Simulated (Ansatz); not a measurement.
The same path of AlClH2O (5 atoms, charge 0, multiplicity 1) was run twice with different band settings. Lost on the way: Al1–O2, Al1–H4. Made: O2–H4.

Method: RHF/def2-SVP (Ansatz).

Relaxed end points:

```xyz
5
Properties=species:S:1:pos:R:3
Al 0.474 -0.007 0.039
O 0.645 -0.159 1.698
H 0.045 -0.245 2.417
H 1.736 0.116 -0.863
Cl -1.454 0.014 -0.809
```

```xyz
5
Properties=species:S:1:pos:R:3
Al 0.126 0.091 -1.142
O 0.947 -0.070 0.890
H 0.344 -0.163 1.619
H 1.842 -0.076 1.203
Cl -1.813 -0.064 -0.088
```

Common settings: movable images 9; climbing image yes; optimiser quadratic models (default); start path through a guess of the saddle point; force threshold 0.03 eV/Å; iteration limit 60; end points relaxed.

| run | spring |
| --- | --- |
| 1 | 5.0 eV/Å² |
| 2 | 0.5 eV/Å² |

Q: What does each run give, and how far can it be trusted?

A: Run 1: converged after 19 iterations, highest image 3.937 eV above the first end. Neighbouring images differ by up to 1.6 eV, so the band resolves the path poorly. A vibrational analysis at the climbing image gives one clearly imaginary mode, 1981i cm⁻¹: a first-order saddle point.
Run 2: converged after 27 iterations, highest image 3.937 eV above the first end. Neighbouring images differ by up to 1.5 eV, so the band resolves the path poorly. Another band between the same ends (9 images) ends at a top of the same energy, where a vibrational analysis finds 1 clearly imaginary mode.
The orbitals stay closed-shell, which can raise the energy where a bond breaks towards radicals; this wasn't checked here.
